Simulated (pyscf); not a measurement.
Single points on ωB97X-D3(BJ)/def2-SVP structures (PySCF, gas phase). MP2 and CC: frozen core, UHF for open shells. ΔMP2 is the change of the MP2 total energy from the triple- to the quadruple-zeta basis.

Question: For the elementary gas-phase step HO–GaH–Cl (SMILES [OH][GaH][Cl]) → Cl–Ga (SMILES [Cl][Ga]) [singlet] + H₂O (SMILES O) (singlet surface; Ga–O, Ga–H broken, H–O formed), what barrier and reaction energy does CCSD(T)/def2-TZVPP + ΔMP2(QZVPP) give, measured from the reactant's lowest minimum found?

Answer: ΔE‡ = 58.7 kcal/mol, ΔE = +13.6 kcal/mol. Zero-point energy shifts the barrier by -2.2 kcal/mol. It is a 1,1-elimination, with an imaginary mode of 1485i cm⁻¹. On the product side the descent ends in a bound adduct (not fully relaxed), 10.1 kcal/mol under the separated species and 55.0 kcal/mol under the saddle at ωB97X-D3(BJ)/def2-TZVP. At ωB97X-D3(BJ) the barrier from the zero used here is 61.1 kcal/mol. One saddle was located; it need not be the lowest between these sides. The CCSD(T) − MP2 part came from Ansatz, without density fitting, on the same reference. The frozen core leaves the outer d or s,p core shells of the metals and heavy elements correlated in the MP2 and CC values, and def2-TZVPP describes them poorly, which can shift differences by a few kcal/mol. Elements up to Kr have no core potential and no relativistic terms here.
